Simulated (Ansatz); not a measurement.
# CHClF₂: small, medium and large basis sets

An exercise on one series of results from a longer session: the logs are not shown, and one member is left open.

Computed with Ansatz 0.2.0, Gaussian basis. Level: one geometry, several basis sets.

Plan: PBE0-D4/def2-SVP; ωB97M-V/def2-SVP; PBE0-D4/def2-QZVPP; ωB97M-V/def2-QZVPP; the functionals' def2-TZVPP values are taken from earlier runs.

## The geometry

The geometry comes from an earlier relaxation with PBE0-D4 in a triple-zeta def2 set; it is a stationary point.

5 atoms, charge 0, spin multiplicity 1.

Atoms are counted from 1 here; the program's logs count them from 0.

Bond lengths: F1–C2 1.334 Å, C2–F3 1.334 Å, C2–Cl4 1.763 Å, C2–H5 1.090 Å. Angles: F1–C2–F3 108.3°, F1–C2–Cl4 109.7°, F1–C2–H5 110.0°, F3–C2–Cl4 109.7°, F3–C2–H5 110.0°, Cl4–C2–H5 109.0°.

The first run:

in.yaml reads:

```yaml
crystal:
  periodic: [false, false, false]
  atoms:
    - {symbol: F, position_ang: [0.038865, -0.568098, 1.222252]}
    - {symbol: C, position_ang: [0.109387, 0.023583, 0.028346]}
    - {symbol: F, position_ang: [0.844158, -0.745918, -0.776919]}
    - {symbol: Cl, position_ang: [-1.510967, 0.208912, -0.640839]}
    - {symbol: H, position_ang: [0.568558, 1.007822, 0.125760]}
basis:
  gaussian: {orbitals: def2-SVP}
hamiltonian: {xc: pbe0, dispersion: d4}
output: {orbitals: {seedname: orbitals}}
```

Among the steps run: PBE0-D4 in def2-SVP; ωB97M-V in def2-SVP; PBE0-D4 in def2-QZVPP; ωB97M-V in def2-QZVPP.

One table of the session follows, with a row left open; its other results are not shown here.

It belongs to the step «Functionals by basis». 

| functional | basis | HOMO (eV) | LUMO (eV) |
| --- | --- | --- | --- |
| PBE0-D4 | def2-SVP | -9.41 | 1.16 |
| PBE0-D4 | def2-TZVPP | -9.60 | 0.46 |
| PBE0-D4 | def2-QZVPP | ? | ? |
| ωB97M-V | def2-SVP | -11.70 | 3.38 |
| ωB97M-V | def2-TZVPP | -11.93 | 2.61 |
| ωB97M-V | def2-QZVPP | -11.99 | 1.89 |

Q: Estimate the row for PBE0-D4, def2-QZVPP from the others.

As computed: HOMO (eV): -9.64; LUMO (eV): 0.16. In the column «HOMO (eV)» it lies between ωB97M-V, def2-SVP (-11.70) and PBE0-D4, def2-TZVPP (-9.60).
